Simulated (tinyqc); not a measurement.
Hueckel theory of the pi electrons with the omega technique, for the molecule C=C (SMILES; centres numbered as the heavy atoms are written), step by step. One step of it, computed by the program tinyqc.

Task: Energy, charges, bond orders. E = sum n x; q_r = z_r - P_rr; bond order p = P_rs; free valence = sqrt(3) - sum of p over the bonds of the atom.

x values: [1.000000, -1.000000]

occupations: [2.000000, 0.000000]

charge and bond-order matrix P, order 1C, 2C:
$$\begin{pmatrix}
1.000000 & 1.000000 \\
1.000000 & 1.000000
\end{pmatrix}$$

Centres:
```
centre  z_r, pi electrons of the neutral centre         h
1C                                            1  0.000000
2C                                            1  0.000000
```

Bonds:
```
i  j  k
1  2  1
```

Give: pi energy = 2 alpha + this times beta; pi charges; Bond orders and lengths from R = 1.517 - 0.180 p; free valence of the carbons; gap between the highest filled and the next level.

Result:

pi energy = 2 alpha + this times beta = 2.0000

pi charges: 1C 0.0000, 2C 0.0000

Bond orders and lengths from R = 1.517 - 0.180 p (angstrom, C-C alone):
```
bond       p       R
1-2   1.0000  1.3370
```

free valence of the carbons: 1C 0.7321, 2C 0.7321

gap between the highest filled and the next level = 2.0000 |beta|
